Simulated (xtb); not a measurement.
# C4H4 (SMILES C=C1C=C1) at GFN2-xTB

Wanted: a geometry optimisation of C4H4. 

Program for the calculation: xtb 6.7.1 later snapshot.

2 further runs of the same task are left out: 2 set aside as unsound or not needed.

## (1) The structure to begin with

The species is C4H4 (8 atoms), meant as a singlet with charge 0. As SMILES, `C=C1C=C1`. All atoms were displaced at random from a relaxed shape. The run starts from this shape.

Bond lengths: C1–C2 1.292 Å, C2–C3 1.453 Å, C2–C4 1.395 Å, C3–C4 1.384 Å, C1–H5 1.020 Å, C1–H6 1.161 Å, C3–H7 1.049 Å, C4–H8 1.121 Å. Some angles: C1–C2–C3 150.2°, C1–C2–C4 151.4°, C3–C2–C4 58.1°, C2–C3–C4 58.9°, C2–C4–C3 63.0°, C2–C1–H5 123.0°, C2–C1–H6 117.9°, C2–C3–H7 154.2°, C4–C3–H7 145.5°, C2–C4–H8 153.8°.

## (2) A geometry optimisation at GFN2-xTB

Input file detailed.inp:

```
$opt
   hessian=swart
$end
```

Input file geom.xyz:

```xyz
8

C     -0.81222000     1.17004000    -0.13906000
C     -0.08622000     0.10526000    -0.04334000
C      1.21358000    -0.52347000     0.11706000
C      0.05060000    -1.27388000     0.11741000
H     -1.83016000     1.14419000    -0.20181000
H     -0.26968000     2.19428000    -0.20569000
H      2.26093000    -0.55190000     0.07170000
H     -0.34305000    -2.31703000     0.22884000
```

Run with:

```console
$ xtb geom.xyz --gfn 2 -I detailed.inp -o tight --parallel 1 | tee out.txt
```

What values should one expect? Wanted: total energy at the end; dipole moment; HOMO energy; LUMO energy; HOMO–LUMO gap; dispersion energy; mean polarisability.

**Answer.** As computed:

At GFN2-xTB:

```
                      quantity         value
       total energy at the end  -10.45908 Eh
                 dipole moment        1.52 D
                   HOMO energy      -9.80 eV
                   LUMO energy      -6.30 eV
                 HOMO–LUMO gap       3.50 eV
             dispersion energy  -9.05 kJ/mol
mean polarisability (D4 model)    45.1 bohr³
```

**Reading.** At the final geometry: Bond lengths: C1–C2 1.309 Å, C2–C3 1.450 Å, C2–C4 1.450 Å, C3–C4 1.324 Å, C1–H5 1.077 Å, C1–H6 1.077 Å, C3–H7 1.064 Å, C4–H8 1.064 Å. Some angles: C1–C2–C3 152.7°, C1–C2–C4 153.0°, C3–C2–C4 54.3°, C2–C3–C4 62.8°, C2–C4–C3 62.8°, C2–C1–H5 121.5°, C2–C1–H6 121.4°, C2–C3–H7 148.6°, C4–C3–H7 148.6°, C2–C4–H8 148.5°. The optimisation took 11 steps and changed the energy by -0.402 eV.
